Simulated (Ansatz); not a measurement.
Scan of [H···H···NH], triplet

Starting geometry:

```yaml
atoms:
  - { symbol: H, position_ang: [-2.0975, 0.0594, 0.0000] }
  - { symbol: H, position_ang: [-1.3525, 0.0594, 0.0000] }
  - { symbol: N, position_ang: [0.2135, 0.0594, 0.0000] }
  - { symbol: H, position_ang: [0.4826, -0.9448, 0.0000] }
```

From there H2 is moved from one fragment to the other while all else, the fragments' distance too, stays fixed; atoms are numbered as listed. Energies are in eV, counted from the starting geometry at the same level. Kohn–Sham curves are unrestricted where that lies lower.

Basis 6-31G; Ansatz 0.2.0. Only valence electrons are correlated (noble-gas cores frozen).

In so small a basis the reference is far from its limit while semilocal and hybrid functionals are nearer theirs (RPA and double hybrids share much of the reference's basis error), so the functionals' errors here hold much of the reference's basis and frozen-core error, which can add to them or hide them.

Full CI is exact within this basis and frozen core; it isn't the basis-set limit.

```csv
distance H1-H2 (Å),full CI,SPW92,PBE,r2SCAN,PBE0,B3LYP,wB97X-V,wB97M-V,B2PLYP,RPA-PBE
0.693,0.011,0.134,0.087,0.061,0.055,0.053,0.039,0.036,0.028,0.016
0.745,0.000,0.000,0.000,0.000,0.000,0.000,0.000,0.000,0.000,0.000
0.820,0.125,-0.055,0.006,0.040,0.056,0.057,0.083,0.084,0.097,0.111
0.895,0.322,-0.028,0.084,0.145,0.183,0.184,0.241,0.241,0.262,0.283
0.970,0.503,0.020,0.170,0.248,0.307,0.310,0.395,0.395,0.414,0.441
1.046,0.607,0.056,0.227,0.307,0.383,0.392,0.492,0.493,0.501,0.537
1.121,0.613,0.074,0.249,0.315,0.396,0.419,0.511,0.519,0.506,0.564
1.196,0.563,0.104,0.269,0.309,0.381,0.425,0.490,0.508,0.474,0.558
1.271,0.551,0.207,0.349,0.361,0.412,0.480,0.509,0.537,0.486,0.595
```
